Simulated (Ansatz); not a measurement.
Input file:

```yaml
crystal:
  periodic: [false, false, false]
  atoms:
    - {symbol: Ge, position_ang: [0.000000, 0.010692, 0.271396]}
    - {symbol: C, position_ang: [0.000000, -0.110084, -1.624423]}
    - {symbol: H, position_ang: [0.000001, 1.490409, 0.700986]}
    - {symbol: H, position_ang: [1.251558, -0.684470, 0.832348]}
    - {symbol: H, position_ang: [-1.251558, -0.684469, 0.832348]}
    - {symbol: H, position_ang: [0.000000, 0.419749, -2.567788]}
basis:
  gaussian: {orbitals: cc-pVDZ}
correlation: {method: fic_mrcisd_q_relaxed, electrons: outside_noble_gas, active_space: {window: {electrons: 8, orbitals: 8}}}
```

```sh
$ ansatz run in.yaml --threads 1 --pin off --events-out ev --progress --plain --max-ram 2393MiB
```

The program prints:

```
632 factors; integrals over basis functions are off by at most 8.8e-4 eV
mean field evaluation 1: about -57560.5908 eV, gradient 1.4e1 eV
mean field evaluation 2: about -57560.5935 eV, gradient 1.4e1 eV
mean field evaluation 4: about -57561.6588 eV, gradient 1.6e0 eV
mean field evaluation 8: about -57561.6741 eV, gradient 1.5e-4 eV
mean field evaluation 16: about -57560.9279 eV, gradient 1.3e-4 eV
mean field evaluation 32: about -57561.6028 eV, gradient 2.0e0 eV
mean field -57561.67414352 eV, -2115.3525080701 hartree, gradient 9.1e-7 eV, S^2 0.000000; 6 other end points of the search recorded, 0 dependent functions left out; unrestricted orbitals would lower it
reference -57561.67414352 eV, -2115.3525080701 hartree; 21, 21 occupied and 40, 40 virtual orbitals, 632 factors
state -57563.68616161 eV, -2115.4264483713 hartree
contracted CI cycle   1: correlation 0.00000000 eV, 0.0000000000 hartree, residual 1.73e1 eV
contracted CI cycle   2: correlation -4.40957035 eV, -0.1620487215 hartree, residual 3.23e0 eV
contracted CI cycle   3: correlation -4.57482256 eV, -0.1681216283 hartree, residual 1.12e0 eV
contracted CI cycle   4: correlation -4.59602617 eV, -0.1689008465 hartree, residual 5.20e-1 eV
...
contracted CI cycle   4: correlation -4.86715192 eV, -0.1788645340 hartree, residual 5.74e-1 eV
contracted CI cycle   5: correlation -4.87371813 eV, -0.1791058377 hartree, residual 2.82e-1 eV
contracted CI cycle   6: correlation -4.87599104 eV, -0.1791893657 hartree, residual 2.09e-1 eV
contracted CI cycle   7: correlation -4.87695385 eV, -0.1792247481 hartree, residual 1.13e-1 eV
contracted CI cycle   8: correlation -4.87720744 eV, -0.1792340676 hartree, residual 5.77e-2 eV
contracted CI cycle   9: correlation -4.87726171 eV, -0.1792360618 hartree, residual 2.86e-2 eV
contracted CI cycle  10: correlation -4.87727536 eV, -0.1792365634 hartree, residual 1.38e-2 eV
contracted CI cycle  11: correlation -4.87727859 eV, -0.1792366822 hartree, residual 6.59e-3 eV
contracted CI cycle  12: correlation -4.87727924 eV, -0.1792367062 hartree, residual 2.87e-3 eV
contracted CI cycle  13: correlation -4.87727937 eV, -0.1792367108 hartree, residual 1.10e-3 eV
state -57563.38984332 eV, -2115.4155588749 hartree; corrected -57568.69985284 eV, -2115.6106981256 hartree
state -57563.38984332 eV, -2115.4155588749 hartree; corrected -57568.69985284 eV, -2115.6106981256 hartree
the orbitals are reached from a further start. From the first start the search ends at -57563.38780269 eV, -2115.4154838834 hartree
WARN: the results are in doubt because another end's mean lies 0.296 eV lower, and its corrected mean 0.014 eV higher
Total energy: -57568.69985284 eV, -2115.6106981256 hartree
In doubt: another end's mean lies 0.296 eV lower, and its corrected mean 0.014 eV higher
```

Natural occupations: 1.9970 1.9822 1.9744 1.8911 0.0964 0.0270 0.0175 0.0143.

Ran on 1 thread of Intel Xeon Platinum 8259CL, shared host: 46 s wall, 0.29 GiB peak host memory.
